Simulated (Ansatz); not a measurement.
**SiN+ (triplet): B97M-V, PBE0 over a scan of the distance Si1–N2, 6-31G**

Aim: run SiN+ (triplet) with these functionals over a scan of the distance Si1–N2, and hold them against the top wave-function level at the same points.

Computed with Ansatz 0.2.0, Gaussian basis. Level: 6-31G, all electrons in the functionals.

The runs, in order: B97M-V, PBE0, at 1.417 Å; 1.636 Å; 1.785 Å; 2.006 Å; 2.177 Å; 2.506 Å; 2.851 Å; 3.251 Å; 3.979 Å; 4.918 Å; 6.183 Å.

19 further runs of the same task are left out: 4 for a known fault of the program, 13 that didn't finish, 2 set aside as unsound or not needed. Runs told in other sessions of the task aren't counted.

### 1 What is computed

The geometry derives from a PBE0/def2-TZVP stationary point (not a proven minimum). One bond is set to the value named and the two fragments are kept rigid.

2 atoms, charge 1, spin multiplicity 3.

Atoms are counted from 1 here; the program's logs count them from 0.

Bond lengths: Si1–N2 1.785 Å.

Coordinates:

```xyz
2

Si    0.00000    0.00000    0.00000
N     0.00000    0.00000    1.78540
```

No dispersion term is added; B97M-V holds VV10 nonlocal correlation.

The geometry shown and the zero of energy belong to the point 1.785 Å. The yardstick, FCI, and other wave-function levels (R restricted, U unrestricted, valence and pair active spaces) come from earlier runs.

### 2 B97M-V, 1.417 Å

Contents of in.yaml:

```yaml
crystal:
  periodic: [false, false, false]
  atoms:
    - {symbol: Si, position_ang: [0.000000, 0.000000, 0.000000]}
    - {symbol: N, position_ang: [0.000000, 0.000000, 1.417000]}
basis:
  gaussian: {orbitals: 6-31G}
total_charge: 1
magnetization: {spin_polarized: true, initial_magnetization: 2}
hamiltonian: {xc: {name: B97M-V}}
```

Run with:

```
ansatz run in.yaml --threads 1 --pin off --events-out ev --progress --plain --max-ram 2393MiB
```

After this run come: B97M-V, 1.636 Å; B97M-V, 1.785 Å; B97M-V, 2.006 Å; B97M-V, 2.177 Å; B97M-V, 2.506 Å; B97M-V, 2.851 Å; B97M-V, 3.251 Å; B97M-V, 3.979 Å; B97M-V, 4.918 Å; B97M-V, 6.183 Å; PBE0, 1.417 Å; PBE0, 1.636 Å; PBE0, 1.785 Å; PBE0, 2.006 Å; PBE0, 2.177 Å; PBE0, 2.506 Å; PBE0, 2.851 Å; PBE0, 3.251 Å; PBE0, 3.979 Å; PBE0, 4.918 Å; PBE0, 6.183 Å.

Q: Predict the results of all the runs planned. Wanted: span of the FCI curve; largest miss, B97M-V; largest miss, PBE0.

As calculated:

| quantity | value |
| --- | --- |
| span of the FCI curve | 3.035 eV |
| largest miss, B97M-V | +0.639 eV (6.183 Å) |
| largest miss, PBE0 | +0.508 eV (6.183 Å) |

What this shows: Of the functionals, PBE0 keep the smallest largest miss at the points compared (at most 0.508 eV) and B97M-V strays most (0.639 eV, at 6.183 Å). B97M-V, PBE0 clearly break the spin symmetry at some points (⟨S²⟩ up to 1.01 above the pure value), so energy there is bought with a mixed spin. Functionals and the yardstick converge differently with the basis, so part of each miss in 6-31G is the basis.
